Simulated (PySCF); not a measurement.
Molecule: `FP(F)P`, F$_{2}$H$_{2}$P$_{2}$.

Atom-mapped SMILES (the numbers label the heavy atoms): `[F:1][P:2]([F:3])[PH2:4]`; H(Xn) means a hydrogen on atom n.

Geometry PBE0-D3(BJ)/def2-SVP throughout; GIAO in PySCF, gas phase, one conformer, non-relativistic; equivalent atoms averaged; basis pcSseg-2.

(1) How do the absolute shieldings σ depend on the functional? (ppm; last column core-seconds on 1 thread of an Arm Neoverse V1, shared host)

(2) Which nucleus moves most, in ppm?

Answers

(1) 
```csv
functional,kind,F1/F3,P2,P4,H(P4),core-s
WP04,global hybrid,279.7,-50.8,413.7,29.19,8.8
B97-2,global hybrid,269.4,-4.1,464.7,28.65,8.6
BHandHLYP,global hybrid,286.2,-2.6,456.6,28.80,8.7
CAM-B3LYP,range-separated hybrid,267.6,-44.1,440.5,28.63,12
wB97X-D,range-separated hybrid,271.4,-19.8,458.5,28.61,12
LC-wPBE,range-separated hybrid,277.4,-23.1,468.2,28.55,16
```

(2) P4 (phosphorus bonded to P, 2 H): from 413.7 ppm with WP04 to 468.2 ppm with LC-wPBE. The smallest spread is 0.64 ppm, at H(P4).
